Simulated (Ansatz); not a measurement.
Computed with Ansatz on PBE0-D4/def2-TZVP structures; ΔE is electronic, products minus reactants. CCSD(T)/CBS is the MP2 limit (def2-TZVPP, def2-QZVPP) plus CCSD(T) − MP2 in def2-TZVPP, frozen cores. This one scheme is used for every species. One conformer a species, not always the lowest.

Reaction (cleavage of the P–Al bond): `[F][AlH][PH2]` + `[OH][AlH2]` → `[AlH2][O]P` + `[F][AlH2]`

```
        species  SCS-MP2/def2-QZVPP energy (Eh)
`[F][AlH][PH2]`                      -684.54765
   `[OH][AlH2]`                      -318.98900
   `[AlH2][O]P`                      -660.49382
    `[F][AlH2]`                      -343.02277
```

(1) Work out ΔE.

Largest T1 diagnostic among the species: 0.014.

Answers

(1) ΔE = (-660.49382) + (-343.02277) − (-684.54765) − (-318.98900) = 0.02006 Eh = +52.7 kJ/mol. CCSD(T)/CBS gives +62.8 kJ/mol.

In def2-TZVPP, CCSD(T) changes the Hartree–Fock value by +29.2 kJ/mol (the triples alone add +4.0 kJ/mol) and MP2 by +30.4 kJ/mol. From BLYP to BHLYP (50 % exact exchange), in def2-TZVPP and without D4, ΔE moves by −9.1 kJ/mol.
